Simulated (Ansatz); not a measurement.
Compare A (`O=CCCl`) with its isomer B (`C=C(O)Cl`).

Program: Ansatz. Geometries: PBE0-D4/def2-TZVP. ΔE: electronic, gas phase. CCSD(T)/CBS is the MP2 limit (def2-TZVPP, def2-QZVPP) plus CCSD(T) − MP2 in def2-TZVPP, frozen cores. Functionals use def2-TZVPP. B3LYP here is the variant with VWN-RPA as its local correlation; programs differ in this. One conformer a species, not always the lowest.

Q: Which isomer does CCSD(T)/CBS put lower? Give the gap. (Best estimate.)

A: The calculation gave: A, by 5.9 kcal/mol.

Q: Give E(B) − E(A) in kcal/mol with PBE-D4, CCSD/def2-TZVPP, B3LYP, HF/def2-TZVPP, B2PLYP, PBE0-D4, MP2/def2-TZVPP. (Estimate.)

A: Ansatz gave: PBE-D4 4.6, CCSD/def2-TZVPP 7.2, B3LYP 6.3, HF/def2-TZVPP 10.4, B2PLYP 6.7, PBE0-D4 5.0, MP2/def2-TZVPP 5.8. None reverses the order clearly.

Q: Does the order hold for the free energy at 298.15 K (harmonic terms from PBE0-D4)? (Best estimate.)

A: The calculation gave: Yes: G(B) − G(A) = +6.9 kcal/mol, for one conformer each. Modes under 60 cm⁻¹, often nearly free rotors, make the harmonic entropy too high.

Largest T1 diagnostic: 0.013.

At CCSD(T), def2-SVP lies +3.3 kcal/mol from the extrapolated value and def2-TZVPP +0.7 kcal/mol. In def2-TZVPP, CCSD(T) changes the Hartree–Fock value by −3.8 kcal/mol (the triples alone add −0.6 kcal/mol) and MP2 by −4.6 kcal/mol.
